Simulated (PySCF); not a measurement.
# Fractional electron number in Si⁻ (silicon, charge -1)

The 3p alpha orbital of [Ne] 3s2 3p3 is emptied in steps (occupation f), with all orbitals relaxed, ending at [Ne] 3s2 3p2. Calculation: PySCF 2.14, in aug-cc-pV(D+d)Z (5s4p3d, 32 functions); the non-relativistic Hamiltonian (point nucleus). The exact energy is a straight line in f; departures are measured from the line between the end points of the same method.

```
  f  LDA (eV)  PBE (eV)  PBE0 (eV)  r2SCAN (eV)  LC-wPBE (eV)  BHandHLYP (eV)  wB97X (eV)  CAM-B3LYP (eV)  M06-2X (eV)
  1     0.000     0.000      0.000        0.000         0.000           0.000       0.000           0.000        0.000
0.8    -0.442    -0.435     -0.302       -0.408         0.053          -0.166       0.021          -0.126       -0.184
0.6    -0.681    -0.666     -0.460       -0.616         0.077          -0.257       0.028          -0.195       -0.288
0.4    -0.697    -0.677     -0.465       -0.619         0.075          -0.262       0.027          -0.201       -0.291
0.2    -0.474    -0.457     -0.313       -0.413         0.050          -0.178       0.018          -0.137       -0.188
  0     0.000     0.000      0.000        0.000         0.000           0.000       0.000           0.000        0.000
```

| method | E(f=0) − E(f=1) (eV) | −ε at f=1 (eV) | −ε at f=0.4 (eV) |
| --- | --- | --- | --- |
| LDA | 1.593 | -1.094 | 2.098 |
| PBE | 1.497 | -1.163 | 2.011 |
| PBE0 | 1.466 | -0.386 | 1.830 |
| r2SCAN | 1.549 | -0.963 | 2.059 |
| LC-wPBE | 1.438 | 1.794 | 1.370 |
| BHandHLYP | 1.157 | 0.151 | 1.349 |
| wB97X | 1.237 | 1.385 | 1.211 |
| CAM-B3LYP | 1.280 | 0.527 | 1.421 |
| M06-2X | 1.247 | 0.160 | 1.504 |

Orbital energy along the path (eV):

| f | LDA | PBE | PBE0 | r2SCAN | LC-wPBE | BHandHLYP | wB97X | CAM-B3LYP | M06-2X |
| --- | --- | --- | --- | --- | --- | --- | --- | --- | --- |
| 1 | 1.094 | 1.163 | 0.386 | 0.963 | -1.794 | -0.151 | -1.385 | -0.527 | -0.160 |
| 0.8 | 0.125 | 0.182 | -0.308 | 0.002 | -1.623 | -0.508 | -1.303 | -0.785 | -0.511 |
| 0.6 | -0.941 | -0.880 | -1.050 | -1.018 | -1.488 | -0.911 | -1.253 | -1.086 | -0.966 |
| 0.4 | -2.098 | -2.011 | -1.830 | -2.059 | -1.370 | -1.349 | -1.211 | -1.421 | -1.504 |
| 0.2 | -3.327 | -3.188 | -2.630 | -3.094 | -1.253 | -1.810 | -1.165 | -1.780 | -1.994 |
| 0 | -4.599 | -4.376 | -3.426 | -4.130 | -1.124 | -2.287 | -1.144 | -2.157 | -2.400 |

At f = 1 the orbital energy is positive for LDA, PBE, PBE0, r2SCAN: only the finite basis holds the electron.

Reference removal energy between the ground levels: 1.390 eV (measured; photodetachment measurements, as compiled on the Wikipedia data page of electron affinities). The calculation has no spin-orbit coupling.
